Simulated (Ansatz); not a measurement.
Scan of SiH3, doublet

Starting geometry (PBE0/def2-TZVP stationary point for this spin, not checked as a minimum):

```
atom    x (Å)    y (Å)    z (Å)
  Si   0.0001  -0.0001  -0.0437
   H   1.4153   0.0146   0.4091
   H  -0.7211   1.2200   0.4030
   H  -0.6968  -1.2329   0.4066
```

From there H4 moves along the line of the two atoms named below, all else staying in place; atoms are numbered as listed. Energies are in kcal/mol, counted from the starting geometry at the same level. Kohn–Sham curves are unrestricted where that lies lower.

Basis 6-31G; Ansatz 0.2.0. Only valence electrons are correlated (noble-gas cores frozen).

Unrestricted Kohn–Sham rows aren't spin-pure: their determinants' ⟨S²⟩ exceeds S(S+1) by up to 0.54, so they mix in states of higher spin. A value is left out where its run failed or describes another state than the reference as far as symmetry and spin tell, or, spin-broken singlets apart, can't be checked.

In so small a basis the reference is far from its limit while semilocal and hybrid functionals are nearer theirs (RPA and double hybrids share much of the reference's basis error), so the functionals' errors here hold much of the reference's basis and frozen-core error, which can add to them or hide them.

Full CI is exact within this basis and frozen core; it isn't the basis-set limit.

| distance Si1-H4 (Å) | full CI | PBE | r2SCAN | PBE0 | B3LYP | r2SCAN0 | wB97X-V | wB97M-V | B2PLYP | RPA-PBE |
| --- | --- | --- | --- | --- | --- | --- | --- | --- | --- | --- |
| 1.170 | 38.8 | 38.3 | 37.0 | 37.4 | 36.7 | 36.4 | 37.3 | 36.4 | 36.8 | 39.6 |
| 1.352 | 6.4 | 6.2 | 5.6 | 5.7 | 5.6 | 5.3 | 5.6 | 5.3 | 5.5 | 6.7 |
| 1.486 | 0.0 | 0.0 | 0.0 | 0.0 | 0.0 | 0.0 | 0.0 | 0.0 | 0.0 | 0.0 |
| 1.629 | 1.7 | 1.9 | 2.5 | 2.5 | 2.4 | 2.9 | 2.7 | 2.8 | 2.6 | 1.3 |
| 1.778 | 8.3 | 8.7 | 10.0 | 10.1 | 9.8 | 10.9 | 10.6 | 10.6 | 10.2 | 7.6 |
| 2.020 | 22.8 | 24.1 | 26.5 | 26.7 | 25.9 | 28.1 | 28.0 | 27.5 | 26.6 | 21.8 |
| 2.395 | 44.4 | 48.5 | 52.3 | 53.1 | 50.9 | 54.8 | 55.5 | 54.4 | 53.1 | 43.9 |
| 2.803 | 60.6 | 68.1 | 69.2 | 70.7 | 67.9 | 69.8 | 71.8 | 71.5 | 68.3 | 63.1 |
| 3.294 | 69.6 | 76.6 | 77.4 | 77.1 | 75.4 | 77.2 | 77.3 | 76.8 | 73.8 | 69.9 |
| 4.029 | 71.4 | – | – | – | – | – | – | 77.7 | – | – |
| 5.142 | 71.4 | 79.5 | 82.0 | 79.4 | 78.5 | 81.4 | 78.9 | 77.8 | 75.9 | 69.8 |

PBE at 5.142 Å lies 8.1 kcal/mol (11 %) above the reference in this basis. wB97M-V at 5.142 Å lies 6.5 kcal/mol (9 %) above the reference in this basis. wB97X-V at 5.142 Å lies 7.6 kcal/mol (11 %) above the reference in this basis. B2PLYP at 5.142 Å lies 4.6 kcal/mol (6 %) above the reference in this basis.
